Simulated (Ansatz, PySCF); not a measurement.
Species: OF₂, charge 0, singlet. OF2 (SMILES O(F)F).
B3LYP-D3(BJ)/def2-TZVP minimum from Ansatz (a quantum-chemistry and plane-wave program):
```xyz
3

F      0.0392     1.1006    -0.2795
O     -0.0196     0.0082     0.5973
F     -0.0218    -1.1078    -0.2514
```

Total energies in hartree (Ansatz). Open shells are spin-unrestricted; no spin-orbit coupling. Correlated methods leave the cores frozen. No relativity. The restricted determinant of F2O (FOF, singlet) is unstable towards broken spin symmetry in at least one set run.

| species | HF/cc-pVTZ | CCSD(T)/cc-pVTZ | HF/cc-pVQZ | CCSD(T)/cc-pVQZ | CCSDT(Q)/cc-pVTZ |
|---|---|---|---|---|---|
| 1: OF2 (SMILES O(F)F) | -273.55831 | -274.34919 | -273.58061 | -274.43575 | -274.35176 |
| 2: F (doublet) | -99.40552 | -99.62036 | -99.41377 | -99.65026 | -99.62061 |
| 3: O (triplet) | -74.81176 | -74.97396 | -74.81729 | -74.99357 | -74.97430 |

**Question.** Work out the enthalpy of formation at 298 K (by atomisation, with ideal-gas terms from PySCF's Hessian at B3LYP-D3(BJ)/def2-TZVP and the atoms' measured values of the G2/97 table; no spin-orbit terms) in kJ/mol: take Hartree-Fock from cc-pVQZ, extrapolate the CCSD(T) correlation energy as X^-3 (X = 3, 4), and add CCSDT(Q) - CCSD(T) in cc-pVTZ. The further terms named in the bracket sum to +0.15741 hartree. 1 hartree = 2625.5 kJ/mol.

**Answer.** 
Species 1: correlation (64·(-0.85514) - 27·(-0.79088))/37 = -0.90203; step -0.00257; E1 = -273.58061 + (-0.90203) + (-0.00257) = -274.48521
Species 2: correlation (64·(-0.23649) - 27·(-0.21484))/37 = -0.25229; step -0.00025; E2 = -99.41377 + (-0.25229) + (-0.00025) = -99.66631
Species 3: correlation (64·(-0.17628) - 27·(-0.16220))/37 = -0.18655; step -0.00034; E3 = -74.81729 + (-0.18655) + (-0.00034) = -75.00418
+1·E1 -2·E2 -1·E3 +0.15741 = 0.00900 hartree = 23.6 kJ/mol. Measured: 5.9 kcal/mol, 24.7 kJ/mol (Active Thermochemical Tables 1.112 (ions: stationary electron), as tabulated in the package chemicals); atomic spin-orbit terms, which the calculations lack, would raise the computed values. The composite differs from it by -1.0 kJ/mol; core, relativistic and spin-orbit terms are not in it.
